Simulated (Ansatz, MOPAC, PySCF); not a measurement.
System: CS₂, net charge 0, singlet state. SMILES: S=C=S
Geometry: optimised at B3LYP-D3(BJ)/def2-TZVP (Ansatz, an electronic-structure program).

Wanted: vertical ionisation energy to the doublet, in eV. Terms: 6-311+G** with 5d, 6d on Na to Ar in Ansatz; non-relativistic; 6-31G* and kin with 6d, 5d where marked; dispersion terms only where a functional's name holds one; each state is the SCF solution reached for its charge and spin; UHF or UKS for open shells; no spin-orbit coupling. First-principles rows: single points at B3LYP-D3(BJ) geometries (Ansatz). Semi-empirical rows: differences of heats of formation at the shared geometry for vertical values. A UHF reference is markedly spin-contaminated in at least one set, which strains HF and MP2.

```tsv
level	program	vertical ionisation energy to the doublet (eV)
PM3	MOPAC	9.42
PM6	MOPAC	8.94
HF/6-311+G**	Ansatz	8.79
PBE/6-31G*	Ansatz	10.05
B3LYP/3-21G	Ansatz	10.27
B3LYP/6-31G*	Ansatz	10.07
M06-2X/6-31G* (5d)	PySCF	10.19
B3LYP/def2-TZVPD	Ansatz	10.05
wB97M-V/def2-TZVPD	Ansatz	10.02
wB97X-V/def2-TZVPD	Ansatz	10.04
```

No value to compare with is used here. The 7 habitual levels span 8.79 (HF/6-311+G**) to 10.27 eV (B3LYP/3-21G); wB97X-V/def2-TZVPD gives 10.04.

The levels are drawn from those run, B3LYP/6-31G* more often than the rest, none by its result; runs whose electronic state is in doubt are left out.
